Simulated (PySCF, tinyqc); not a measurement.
Worked calculation: G0W0 on RHF in the sto-3g basis, for LiH, spin multiplicity 1. The lowest restricted solution is unstable here: a spin-polarised one lies 0.0124 hartree lower (PySCF). One step of it, computed by the program tinyqc.

Problem. G0W0 on Hartree-Fock: LUMO. W(p,q,m) = sqrt2 sum_ia (pq|ia) (X+Y)_ia,m; Sigma_c(x) = sum_(i,m) W^2/(x - e_i + w_m) + sum_(a,m) W^2/(x - e_a - w_m); solve x = e_p + Sigma_c(x) by Newton steps; Z = 1/(1 - dSigma/dx); 1 hartree = 27.211386 eV.

orbital energies (hartree): MO1 -2.371421, MO2 -0.223472, MO3 0.068296, MO4 0.158668, MO5 0.158668, MO6 0.353354

Two-electron integrals over orbitals (pq|rs), unique and non-zero (hartree):
```
p,q,r,s,(pq|rs)
1,1,1,1,1.659425
2,1,1,1,-0.097642
2,1,2,1,0.009877
2,2,1,1,0.302351
2,2,2,1,0.002110
2,2,2,2,0.440009
3,1,1,1,-0.142343
3,1,2,1,0.010735
3,1,2,2,-0.010239
3,1,3,1,0.022028
3,2,1,1,0.033984
3,2,2,1,-0.002506
3,2,2,2,-0.064192
3,2,3,1,-0.000370
3,2,3,2,0.026076
3,3,1,1,0.388402
3,3,2,1,-0.008424
3,3,2,2,0.212203
3,3,3,1,0.000601
3,3,3,2,0.016510
3,3,3,3,0.323751
4,1,4,1,0.009801
4,2,4,1,0.007286
4,2,4,2,0.020914
4,3,4,1,0.010422
4,3,4,2,0.020905
4,3,4,3,0.041388
4,4,1,1,0.396344
4,4,2,1,-0.003512
4,4,2,2,0.237846
4,4,3,1,-0.005074
4,4,3,2,0.017140
4,4,3,3,0.278189
4,4,4,4,0.312946
5,1,5,1,0.009801
5,2,5,1,0.007286
5,2,5,2,0.020914
5,3,5,1,0.010422
5,3,5,2,0.020905
5,3,5,3,0.041388
5,4,5,4,0.016869
5,5,1,1,0.396344
5,5,2,1,-0.003512
5,5,2,2,0.237846
5,5,3,1,-0.005074
5,5,3,2,0.017140
5,5,3,3,0.278189
5,5,4,4,0.279207
5,5,5,5,0.312946
6,1,1,1,0.067096
6,1,2,1,-0.008834
6,1,2,2,-0.007096
6,1,3,1,-0.004361
6,1,3,2,0.002876
6,1,3,3,0.011609
6,1,4,4,0.001633
6,1,5,5,0.001633
6,1,6,1,0.010588
6,2,1,1,-0.085291
6,2,2,1,0.001081
6,2,2,2,0.104708
6,2,3,1,0.004593
6,2,3,2,-0.049355
6,2,3,3,-0.017423
6,2,4,4,-0.041252
6,2,5,5,-0.041252
6,2,6,1,0.001422
6,2,6,2,0.131980
6,3,1,1,0.026609
6,3,2,1,-0.002141
6,3,2,2,-0.061807
6,3,3,1,0.003909
6,3,3,2,0.021750
6,3,3,3,0.037102
6,3,4,4,0.010447
6,3,5,5,0.010447
6,3,6,1,0.004658
6,3,6,2,-0.042606
6,3,6,3,0.034731
6,4,4,1,-0.005577
6,4,4,2,-0.017820
6,4,4,3,-0.011122
6,4,6,4,0.018719
6,5,5,1,-0.005577
6,5,5,2,-0.017820
6,5,5,3,-0.011122
6,5,6,5,0.018719
6,6,1,1,0.348036
6,6,2,1,0.000442
6,6,2,2,0.409947
6,6,3,1,-0.010291
6,6,3,2,-0.050674
6,6,3,3,0.239205
6,6,4,4,0.255246
6,6,5,5,0.255246
6,6,6,1,-0.005283
6,6,6,2,0.086735
6,6,6,3,-0.047200
6,6,6,6,0.403241
```

excitation energies w (hartree): 0.321339  0.421744  0.421744  0.805878  2.483103  2.549641  2.549641  2.746141

X + Y:
```
,1,2,3,4,5,6,7,8
1>3,-0.000955,0.000000,0.000000,-0.006865,0.990687,0.000000,0.000000,-0.030821
1>4,0.000000,-0.010935,0.001912,0.000000,0.000000,0.726666,-0.681372,0.000000
1>5,0.000000,-0.001912,-0.010935,0.000000,0.000000,0.681372,0.726666,0.000000
1>6,-0.004397,0.000000,0.000000,-0.001518,0.034250,0.000000,0.000000,0.995568
2>3,0.942097,0.000000,0.000000,-0.090251,-0.000070,0.000000,0.000000,0.000449
2>4,0.000000,0.937651,-0.163969,0.000000,0.000000,0.001280,-0.001200,0.000000
2>5,0.000000,0.163969,0.937651,0.000000,0.000000,0.001200,0.001280,0.000000
2>6,0.200958,0.000000,0.000000,0.836456,0.001921,0.000000,0.000000,0.000418
```

Give: The 12 largest terms at x = e_p; Newton steps; quasiparticle energy of the LUMO; Hartree-Fock value.

Solution.

The 12 largest terms at x = e_p (hartree; W for the signs of X + Y given):
```
q,m,W,term
2,4,-0.062,3.47e-03
6,4,-0.053,-2.60e-03
4,2,0.028,-1.48e-03
5,3,0.028,-1.48e-03
3,1,0.017,-8.96e-04
2,1,0.021,6.99e-04
3,4,-0.023,-6.42e-04
6,1,0.017,-4.67e-04
1,5,0.031,1.91e-04
3,8,0.016,-9.70e-05
5,2,4.82e-03,-4.54e-05
4,3,-4.82e-03,-4.54e-05
```

Newton steps (hartree):
```
step,x,Sigma_c(x),Z
0,0.068,-3.56e-03,0.983
1,0.065,-3.50e-03,0.983
2,0.065,-3.50e-03,0.983
```

quasiparticle energy of the LUMO = 1.763 eV

Hartree-Fock value = 1.858 eV
